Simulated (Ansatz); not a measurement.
Potential energy curve for Li2, singlet.

Computed with: RHF/aug-cc-pVDZ (Ansatz, a first-principles code); UMP2 = MP2 on UHF/aug-cc-pVDZ, frozen core (Ansatz); UCCSD = CCSD on UHF/aug-cc-pVDZ, frozen core (Ansatz).

Energies are in kcal/mol, each relative to the lowest point of its own curve near equilibrium.

| R / Å | RHF | UMP2 | UCCSD |
|---|---|---|---|
| 2.08 | 14.4 | 14.1 | 11.3 |
| 2.19 | 9.6 | 9.6 | 7.2 |
| 2.37 | 4.2 | 4.5 | 2.8 |
| 2.44 | 2.8 | 3.1 | 1.7 |
| 2.61 | 0.7 | 0.8 | 0.3 |
| 2.64 | 0.5 | 0.6 | 0.1 |
| 2.74 | 0.1 | 0.0 | 0.0 |
| 2.83 | 0.0 | 0.1 | (withheld) |
| 2.95 | 0.3 | 0.8 | 0.7 |
| 2.98 | 0.5 | 1.0 | 0.9 |
| 3.15 | 1.6 | 2.3 | 2.3 |
| 3.40 | 4.2 | 4.4 | 4.9 |
| 3.70 | 8.0 | 6.7 | 8.3 |
| 4.07 | 13.0 | 8.9 | 12.4 |
| 4.59 | (withheld) | 10.8 | 16.8 |
| 4.98 | 25.0 | 11.6 | 19.0 |
| 5.49 | 30.7 | (withheld) | 20.8 |
| 6.10 | (withheld) | 12.5 | 21.8 |
| 6.71 | (withheld) | 12.6 | (withheld) |
| 7.49 | 45.8 | 12.7 | 22.5 |
| 8.32 | 49.6 | 12.7 | 22.6 |

Fill in the missing entries.


- 2.83, UCCSD: 0.2
- 4.59, RHF: 20.1
- 5.49, UMP2: 12.2
- 6.10, RHF: 36.4
- 6.71, RHF: 41.1
- 6.71, UCCSD: 22.3

The restricted form behind RHF keeps the bonding electrons paired and can't separate into open-shell fragments. The unrestricted determinant behind UMP2, UCCSD is spin-contaminated at 2.08 to 8.32 Å (<S²> up to 1.0, against 0.00 for a pure singlet). With two correlated electrons CCSD is exact in the basis where it finds the lowest root (UCCSD).
